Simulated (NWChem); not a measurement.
Molecule: chlorine (Cl2); SMILES ClCl

All runs: NWChem. Pople sets run with spherical d functions. All runs use the structure optimised with PBE0/def2-SVP. B3LYP is NWChem's, with the RPA form of VWN correlation. Total energies compare along this basis series because the functional is fixed.

```tsv
level	basis functions	energy (Ha)	highest occupied level (eV)	orbital gap (eV)
B3LYP/STO-3G	18	-910.3222	-7.07	5.33
B3LYP/3-21G	26	-915.9349	-8.67	4.68
B3LYP/6-31G*	36	-920.3428	-8.50	4.77
B3LYP/6-31+G*	44	-920.3461	-8.62	4.73
B3LYP/def2-SVP	36	-920.0932	-8.20	4.88
B3LYP/def2-SVPD	54	-920.1083	-8.67	4.71
B3LYP/def2-TZVP	74	-920.4219	-8.47	4.85
B3LYP/6-311++G**	60	-920.4093	-8.64	4.76
B3LYP/aug-cc-pVTZ	100	-920.4367	-8.56	4.83
```
